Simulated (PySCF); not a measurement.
**methyl isopropyl ketone: full NMR table**

| Property | Result |
| --- | --- |
| Formula | C5H10O |
| SMILES | CC(=O)C(C)C |
| InChI | InChI=1S/C5H10O/c1-4(2)5(3)6/h4H,1-3H3 |
| Point group of the computed structure | C1 |
| Degrees of unsaturation | 1 |
| Carbon signals | 4 |
| Proton signals | 3 |

Atoms are numbered as in `[CH3:1][C:2](=[O:3])[CH:4]([CH3:5])[CH3:6]`; H(Xn) means a hydrogen on atom n.

One computed conformer, rapidly exchanging positions averaged, no relativistic terms, no solvent model. Shielding tensors at PBE0/pcSseg-1 (GIAO); coordinates at the PBE0-D3(BJ)/def2-SVP level; J: B3LYP/pcJ-1 (without the spin–dipole term); PySCF 2.14.0 with density-fitted response routines.

Scale: TMS for $^{1}$H (σ = 31.27 ppm) and $^{13}$C (σ = 184.41 ppm); $^{17}$O (σ = 334.56 ppm) vs H2O (reference shieldings calculated alike).

```tsv
carbon	δC, type	δH (multiplicity, J in Hz)	HMBC from (abs. J ≥ 3 Hz)	span of the C tensor (ppm)
C1	28.9, CH3	2.09 (s)	–	50
C2	213.6, C	–	H(C1), H(C4), H(C5)/H(C6)	213
C4	44.4, CH	2.05 (sept, 7.9)	H(C5)/H(C6)	48
C5/C6	19.2, CH3	1.04 (d, 7.9)	H(C4), H(C5)/H(C6)	30
```

Other nuclei:
```csv
atoms,nucleus,environment,δ (ppm),σ (ppm)
O3,$^{17}$O,ketone oxygen,678.5,-343.9
```

Selected couplings (Hz, signed; the shortest-range and largest first, 30 at most; isotopes $^{13}$C, $^{1}$H): $^{1}J$(C5,H(C5)) 134.1, $^{1}J$(C1,H(C1)) 134.1, $^{1}J$(C4,H(C4)) 127.5, $^{1}J$(C1,C2) 42.3, $^{1}J$(C2,C4) 40.3, $^{1}J$(C4,C5) 36.9, $^{2}J$(C1,C4) 15.3, $^{3}J$(H(C4),H(C5)) 7.9.

1. Carbon types of the structure: 1 × C, 1 × CH, 3 × CH3, which accounts for all hydrogens.
2. δC 213.6: ketone carbonyl carbon; the double bond to the heteroatom, with no lone-pair donor beside it, deshields it most.
3. δC 44.4: sp3 CH α to a carbonyl; the adjacent C=O deshields it moderately.
4. δC 19.2: methyl carbon; a saturated carbon with 1 carbon neighbour and no heteroatom attached.
5. δH 2.09: hydrogen on a methyl carbon α to a carbonyl; α to C=O.
6. δH 2.05: hydrogen on an sp3 CH α to a carbonyl; α to C=O.
7. The protons at 2.05 and 1.04 share a coupling of 7.9 Hz (vicinal).

Multiplet labels drop couplings under 1 Hz and merge nearly equal ones. Unscaled 3J(H,H) at this level run about 10 % above measured values. Shifts are as computed. Against solution values, carbons near 30 ppm lie about +2 ppm off and those near 130 ppm about +5 ppm. Of 1211 compounds with measured shifts, 218 miss one by over three times the rms of a fit or turn the order of signals round; such compounds aren't used in these exercises. Unscaled 17O shifts of doubly bonded oxygen tend to come out too high, by tens of ppm or more. Experimental scales use liquid or dissolved standards, which lie at an offset from isolated H2O (liquid H2O: subtract about 36 ppm).
